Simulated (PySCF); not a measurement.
**Question.** What does the PBE0-D3(BJ)/def2-SVP structure of `[N]#[Os-](=[O])(=[O])=[O]` ([OsO3N]-) look like in three dimensions? (Charge -1 and singlet state.)

**Answer.** 
Z-matrix in Å and degrees, rows numbered from 1:
```
Os
O   1  1.7404
O   1  1.7398  2  110.68
O   1  1.7403  2  110.73  3  -123.23
N   1  1.6733  2  108.31  3   118.33
```

All 3 O–Os bonds measure 1.740 Å. Os1 (osmium bonded to N and 3 O) is tetrahedral (angles from 108.1° to 110.8°).

Level of theory: PySCF 2.14.0, PBE0-D3(BJ)/def2-SVP geometry optimisation, gas phase, def2 core potentials past Kr.

Point group: C3v (every atom within 0.08 Å of its image). No PBE0-D3(BJ)/def2-SVP frequencies stand behind this structure, so it isn't proved a minimum.


Task: What does the PBE0-D3(BJ)/def2-SVP structure of `N[SiH2]F` look like in three dimensions?

Result: 
Z-matrix in Å and degrees, rows numbered from 1:
```
N 
Si  1  1.7080
F   2  1.6315  1  114.32
H   1  1.0133  2  121.40  3   -75.56
H   1  1.0133  2  121.32  3    75.62
H   2  1.4858  1  108.34  3   117.73
H   2  1.4858  1  108.22  3  -117.81
```

N1 (silicon-bound nitrogen) has angles 121.4°, 121.3° and 111.6°, sum 354.3°, 0.16 Å off the plane of its three neighbours. Si2 (fluorine-bound silicon) is distorted tetrahedral (angles from 105.8° to 114.3°).

Method: PBE0-D3(BJ)/def2-SVP geometry optimisation, gas phase (PySCF).

Point group: Cs (every atom within 0.08 Å of its image). No frequency check. The numbers are those of one conformer (H–N1–Si2–F3 -76° and 76°).

Hardware: one thread of an Arm Neoverse V2, on a shared host. Cost: 15 s wall. These figures are those of the optimisation.


**Question.** What does the GFN2-xTB structure of allene, `C=C=C` look like in three dimensions?

**Answer.** 
```xyz
7
C3H4 angstrom
C     -1.2931   -0.0023    0.0033
C      0.0004    0.0001   -0.0035
C      1.2940    0.0035   -0.0110
H     -1.8578    0.6219    0.6771
H     -1.8628   -0.6287   -0.6644
H      1.8556    0.6777   -0.6375
H      1.8671   -0.6673    0.6089
```

Orientation and origin are arbitrary. Atoms count from 1 in this order. 

Bonds between heavy atoms (Å): C1=C2 1.293, C2=C3 1.294.

Computed geometry: GFN2-xTB, gas phase.

Point group: D2d (every atom within 0.08 Å of its image). No frequency check.
